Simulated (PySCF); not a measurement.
**CS: calculation against experiment**

**What was measured.**

From NIST CCCBDB Release 22 (SRD 101), experimental dipoles, for the gas: dipole moment (microwave Stark effect, vibrational ground state) 1.958 ± 0.005 D.

From Liu, Meijer, Perez-Rios, Phys. Chem. Chem. Phys. 22 (2020) 24191, for the gas: dipole moment 1.958 D.

How close the calculation comes is told at the end.

Compound: CS.
Numbering: `[C-:1]#[S+:2]`

Structure used (B3LYP/def2-TZVP), in Å, numbered top down from 1:
```xyz
2
CS angstrom
C      0.7630   -0.0017   -0.0019
S     -0.7688    0.0065   -0.0117
```

Runs made with PySCF (gas phase, on this B3LYP/def2-TZVP geometry; no spin–orbit coupling):

```tsv
level	job	basis functions	wall time
B3LYP/def2-TZVP, grid level 1	geometry optimisation from a GFN2-xTB start	68	5.3 s
```

Hardware: an Intel Xeon at 2.70 GHz with one thread (shared host).

## Comparison

**Dipole moment.** Measured: 1.958 D (NIST CCCBDB Release 22 (SRD 101), experimental dipoles) and 1.958 D (Liu, Meijer, Perez-Rios, Phys. Chem. Chem. Phys. 22 (2020) 24191). Differences are taken against the first.

| level | computed (D) | computed − measured (D) | % (from the printed values) |
| --- | --- | --- | --- |
| B3LYP/def2-TZVP | 1.945 | -0.013 | -1 |

The computed dipoles belong to one fixed geometry; measured ones are averaged over vibrations unless marked μe. Magnitudes are compared, not signs.

No measured geometry was used, and the causes of the misses weren't examined.
